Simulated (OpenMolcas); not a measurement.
**NH3 (ammonia), step by step**

Aim: a single-point energy (UHF/STO-3G), then a single-point energy (CASSCF(2,2)/STO-3G), then a single-point energy (CASPT2(2,2)/STO-3G), then a single-point energy (SC-NEVPT2(2,2)/STO-3G), then a single-point energy (MRCI(2,2)/STO-3G) of NH3 (ammonia). 

Program for the calculation: OpenMolcas 26.06.

## 1. The molecule

The species is NH3 (4 atoms), meant as a singlet with charge 0. As SMILES, `N`. The N1–H3 distance was set to 2.531 Å, away from the relaxed value. At this shape a bond of the SMILES string is far longer than usual.

Bond lengths: N1–H2 1.013 Å, N1–H4 1.013 Å. Angles: H2–N1–H4 107.7°.

## 2. A single-point energy at UHF/STO-3G (run 1)

The input, mol.xyz:

```xyz
4

N      1.167572     1.058026     0.447684
H      1.727662     0.514726     1.093004
H     -0.891960    -0.300620    -0.118350
H      1.703922     1.173446    -0.403466
```

The input, step1.inp:

```
>>> EXPORT MOLCAS_PRINT=2

&GATEWAY
  BASLIB
  $CurrDir
  COORD
  mol.xyz
  BASIS
  STO-3G
  GROUP
  NoSym

&SEWARD

&SCF
  UHF
  SCRAMBLE
  0.25
  PRORBITALS
  1 1
```

The basis set STO-3G is read from a file made from the Basis Set Exchange's data (not shown).

Launch:

```bash
$ export MOLCAS_MEM=1860
$ pymolcas step1.inp > step1.log
```

Standard output:

```text
--- Start Module: gateway ---
[...]
--- Stop Module: gateway /rc=_RC_ALL_IS_WELL_ ---
--- Start Module: seward ---
[...]
      Basis functions            8
--- Stop Module: seward /rc=_RC_ALL_IS_WELL_ ---
--- Start Module: scf ---
[...]
       Convergence after  15 Iterations
[...]
::    Total SCF energy                                -55.3008609863
[...]
      Total spin, S                                     0.6167948272
[...]
      Total electronic charge=   10.000000
      Total            charge=   -0.000000
[...]
      Dipole Moment (debye):
      Origin of the operator (angstrom)=    1.1106    0.9523    0.4020
                   X=  1.6604E+00               Y= -6.5027E-01               Z= -3.1259E-01           Total=  1.8103E+00
      Quadrupole Moment (debye*angstrom):
[...]
--- Stop Module: scf /rc=_RC_ALL_IS_WELL_ ---
[...]
```

It took 1.8 s on 1 thread of Arm Neoverse V1, shared host; peak memory 0.37 GiB.

## 3. A single-point energy at CASSCF(2,2)/STO-3G (run 2)

mol.xyz is that of step 2.

The input, step2.input:

```
>>> EXPORT MOLCAS_PRINT=2

&gateway
  baslib=$CurrDir
  coord=mol.xyz
  basis=STO-3G
  group=NoSym

&seward

&rasscf
  fileorb=$CurrDir/step1.UnaOrb
  spin=1
  nactel=2 0 0
  inactive=4
  ras2=2
  orblisting=Nothing
  orbappear=Compact
```

The basis set STO-3G is read from a file made from the Basis Set Exchange's data (not shown).

Launch:

```bash
$ export MOLCAS_MEM=1860
$ pymolcas step2.input > step2.log
```

Standard output:

```text
--- Start Module: gateway ---
[...]
--- Stop Module: gateway /rc=_RC_ALL_IS_WELL_ ---
--- Start Module: seward ---
[...]
      Basis functions            8
--- Stop Module: seward /rc=_RC_ALL_IS_WELL_ ---
--- Start Module: rasscf ---
[...]
      Number of active orbitals                  2
[...]
      Spin quantum number                      0.0
[...]
      Active orbitals                            2
[...]
      Number of CSFs                             3
[...]
      Number of root(s) required                 1
[...]
      Convergence after 10 iterations
[...]
      printout of CI-coefficients larger than  0.05 for root  1
      energy=     -55.300754
      conf/sym  11     Coeff  Weight
             1  20  -0.77359 0.59845
             3  02   0.63368 0.40155
      Natural orbitals and occupation numbers for root  1
      sym 1:   1.196893   0.803107
      ************************************************************************************************************************
      *                                                    Final results                                                     *
[...]
::    RASSCF root number  1 Total energy:    -55.30075352
[...]
      Total electronic charge=   10.000000
      Total            charge=   -0.000000
[...]
      Dipole Moment (debye):
      Origin of the operator (angstrom)=    1.1106    0.9523    0.4020
                   X=  1.6391E+00               Y= -6.8431E-01               Z= -3.2724E-01           Total=  1.8061E+00
      Quadrupole Moment (debye*angstrom):
[...]
--- Stop Module: rasscf /rc=_RC_ALL_IS_WELL_ ---
[...]
```

Wall time 1.6 s (1 thread of Arm Neoverse V1, shared host); peak memory 0.37 GiB.

## 4. A single-point energy at CASPT2(2,2)/STO-3G (run 3)

mol.xyz is that of step 3.

The input, step3.input:

```
* H3N CASPT2

&gateway
 baslib
 $CurrDir
 coord
 mol.xyz
 basis
 STO-3G
 group
 NoSym

&seward

&rasscf
 fileorb
 $CurrDir/step2.RasOrb
 spin
 1
 nactel
 2 0 0
 inactive
 4
 ras2
 2
 orblisting
 Nothing
 orbappear
 Compact

&caspt2
 imaginary
 0.1
 frozen
 1
```

The basis set STO-3G is read from a file made from the Basis Set Exchange's data (not shown).

Launch:

```bash
$ export MOLCAS_MEM=1860
$ pymolcas step3.input > step3.log
```

Standard output:

```text
--- Start Module: gateway ---
[...]
--- Stop Module: gateway /rc=_RC_ALL_IS_WELL_ ---
[...]
      Basis functions            8
[...]
--- Start Module: rasscf ---
[...]
      Number of active orbitals                  2
[...]
      Spin quantum number                      0.0
[...]
      Active orbitals                            2
[...]
      Number of CSFs                             3
[...]
      Number of root(s) required                 1
[...]
      Convergence after  4 iterations
[...]
      printout of CI-coefficients larger than  0.05 for root  1
      energy=     -55.300754
      conf/sym  11     Coeff  Weight
             1  20  -0.77359 0.59845
             3  02   0.63368 0.40155
      Natural orbitals and occupation numbers for root  1
      sym 1:   1.196893   0.803107
      ************************************************************************************************************************
      *                                                    Final results                                                     *
[...]
::    RASSCF root number  1 Total energy:    -55.30075352
[...]
      Total electronic charge=   10.000000
      Total            charge=   -0.000000
[...]
      Dipole Moment (debye):
      Origin of the operator (angstrom)=    1.1106    0.9523    0.4020
                   X=  1.6391E+00               Y= -6.8431E-01               Z= -3.2724E-01           Total=  1.8061E+00
      Quadrupole Moment (debye*angstrom):
[...]
--- Stop Module: rasscf /rc=_RC_ALL_IS_WELL_ ---
--- Start Module: caspt2 ---
[...]
 ###    WARNING: User changed nr of frozen orbitals.                         ###
 ###############################################################################
[...]
      E2 (Variational):          -0.0319283051
      Total energy:             -55.3326818254
[...]
      Reference weight:           0.98744
[...]
::    CASPT2 Root  1     Total energy:    -55.33268183
[...]
--- Stop Module: caspt2 /rc=_RC_ALL_IS_WELL_ ---
[...]
```

It took 1.7 s on 1 thread of Arm Neoverse V1, shared host; peak memory 0.37 GiB.

## 5. A single-point energy at SC-NEVPT2(2,2)/STO-3G (run 4)

mol.xyz is that of step 4.

The input, step4.inp:

```
* H3N NEVPT2

&GATEWAY
 BasLib=$CurrDir
 Coord=mol.xyz
 Basis=STO-3G
 Group=NoSym

&SEWARD

&RASSCF
 FileOrb=$CurrDir/step2.RasOrb
 Spin=1
 Nactel=2 0 0
 Inactive=4
 Ras2=2
 OrbListing=Nothing
 OrbAppear=Compact

&CASPT2
 SC-NEVPT2
 Frozen=1
```

The basis set STO-3G is read from a file made from the Basis Set Exchange's data (not shown).

Launch:

```bash
$ export MOLCAS_MEM=1860
$ pymolcas step4.inp > step4.log
```

Standard output:

```text
--- Start Module: gateway ---
[...]
--- Stop Module: gateway /rc=_RC_ALL_IS_WELL_ ---
[...]
      Basis functions            8
[...]
--- Start Module: rasscf ---
[...]
      Number of active orbitals                  2
[...]
      Spin quantum number                      0.0
[...]
      Active orbitals                            2
[...]
      Number of CSFs                             3
[...]
      Number of root(s) required                 1
[...]
      Convergence after  4 iterations
[...]
      printout of CI-coefficients larger than  0.05 for root  1
      energy=     -55.300754
      conf/sym  11     Coeff  Weight
             1  20  -0.77359 0.59845
             3  02   0.63368 0.40155
      Natural orbitals and occupation numbers for root  1
      sym 1:   1.196893   0.803107
      ************************************************************************************************************************
      *                                                    Final results                                                     *
[...]
::    RASSCF root number  1 Total energy:    -55.30075352
[...]
      Total electronic charge=   10.000000
      Total            charge=   -0.000000
[...]
      Dipole Moment (debye):
      Origin of the operator (angstrom)=    1.1106    0.9523    0.4020
                   X=  1.6391E+00               Y= -6.8431E-01               Z= -3.2724E-01           Total=  1.8061E+00
      Quadrupole Moment (debye*angstrom):
[...]
--- Stop Module: rasscf /rc=_RC_ALL_IS_WELL_ ---
--- Start Module: caspt2 ---
[...]
 ###    WARNING: User changed nr of frozen orbitals.                         ###
 ###############################################################################
[...]
      E2 (Variational):          -0.0321726814
[...]
      E2 (Variational):          -0.0321377204
      Total energy:             -55.3328912407
[...]
      Reference weight:           0.98717
[...]
::    SC-NEVPT2 Root  1     Total energy:    -55.33289124
[...]
--- Stop Module: caspt2 /rc=_RC_ALL_IS_WELL_ ---
[...]
```

Wall time 1.8 s (1 thread of Arm Neoverse V1, shared host); peak memory 0.37 GiB.

## 6. A single-point energy at MRCI(2,2)/STO-3G (run 5)

mol.xyz is that of step 5.

The input, step5.input:

```
&GATEWAY
BASLIB = $CurrDir
COORD = mol.xyz
BASIS = STO-3G
GROUP = NoSym
&SEWARD
&RASSCF
FILEORB = $CurrDir/step2.RasOrb
SPIN = 1
NACTEL = 2 0 0
INACTIVE = 4
RAS2 = 2
ORBLISTING = Nothing
ORBAPPEAR = Compact
&MOTRA
LUMORB
FROZEN = 1
&GUGA
ELECTRONS = 8
SPIN = 1
INACTIVE = 3
ACTIVE = 2
CIALL = 1
&MRCI
SDCI
```

The basis set STO-3G is read from a file made from the Basis Set Exchange's data (not shown).

Launch:

```bash
$ export MOLCAS_MEM=1860
$ pymolcas step5.input > step5.log
```

Standard output:

```text
--- Start Module: gateway ---
[...]
--- Stop Module: gateway /rc=_RC_ALL_IS_WELL_ ---
[...]
      Basis functions            8
[...]
      Number of active orbitals                  2
[...]
      Spin quantum number                      0.0
[...]
      Active orbitals                            2
[...]
      Number of CSFs                             3
[...]
      Number of root(s) required                 1
[...]
      Convergence after  4 iterations
[...]
      printout of CI-coefficients larger than  0.05 for root  1
      energy=     -55.300754
      conf/sym  11     Coeff  Weight
             1  20  -0.77359 0.59845
             3  02   0.63368 0.40155
      Natural orbitals and occupation numbers for root  1
      sym 1:   1.196893   0.803107
      ************************************************************************************************************************
      *                                                    Final results                                                     *
[...]
::    RASSCF root number  1 Total energy:    -55.30075352
[...]
      Dipole Moment (debye):
      Origin of the operator (angstrom)=    1.1106    0.9523    0.4020
                   X=  1.6391E+00               Y= -6.8431E-01               Z= -3.2724E-01           Total=  1.8061E+00
      Quadrupole Moment (debye*angstrom):
[...]
      *** WARNING: Default frozen orbitals is overwritten by user input.
      *** Default values:   1
[...]
--- Start Module: guga ---
[...]
--- Stop Module: guga /rc=_RC_ALL_IS_WELL_ ---
--- Start Module: mrci ---
[...]
       (But an ACPF correction will be computed)
       USE THE DEFAULT ACPF G-VALUE GFAC=  0.25000000000000000
[...]
                      CI ENERGY:   -55.34676846
[...]
                ACPF CORRECTION:    -0.00095392
[...]
      Total electronic charge=   10.000000
      Total            charge=   -0.000000
[...]
     ACPF CORRECTION:     -0.00095392
[...]
  CI State   1     Total energy:    -55.34676846     QDav:     -0.00128074     QACPF:     -0.00095392
[...]
--- Stop Module: mrci /rc=_RC_ALL_IS_WELL_ ---
[...]
```

It took 1.8 s on 1 thread of Arm Neoverse V1, shared host; peak memory 0.37 GiB.

## 7. Summary of results

```
                                                    quantity         value
                             run 1, UHF/STO-3G: total energy  -55.30086 Eh
                            run 1, UHF/STO-3G: dipole moment        1.81 D
                              run 1, UHF/STO-3G: HOMO energy      -9.84 eV
                              run 1, UHF/STO-3G: LUMO energy       8.79 eV
                            run 1, UHF/STO-3G: HOMO–LUMO gap      18.63 eV
                                     run 1, UHF/STO-3G: ⟨S²⟩         0.997
                     run 2, CASSCF(2,2)/STO-3G: total energy  -55.30075 Eh
   run 2, CASSCF(2,2)/STO-3G: dipole moment (CASSCF density)        1.81 D
                     run 3, CASPT2(2,2)/STO-3G: total energy  -55.33268 Eh
   run 3, CASPT2(2,2)/STO-3G: dipole moment (CASSCF density)        1.81 D
                  run 4, SC-NEVPT2(2,2)/STO-3G: total energy  -55.33289 Eh
run 4, SC-NEVPT2(2,2)/STO-3G: dipole moment (CASSCF density)        1.81 D
                       run 5, MRCI(2,2)/STO-3G: total energy  -55.34677 Eh
     run 5, MRCI(2,2)/STO-3G: dipole moment (CASSCF density)        1.81 D
```

What this shows: ⟨S²⟩ (run 1, UHF/STO-3G) is 1.00 where a pure singlet has 0.00: the reference is spin-contaminated. Mulliken charges (run 1, UHF/STO-3G) run from -0.29 on N1 to +0.14 on H2; they depend strongly on the basis. Mulliken charges (run 3, CASPT2(2,2)/STO-3G) of the CASSCF density run from -0.29 on N1 to +0.15 on H2; they depend strongly on the basis.
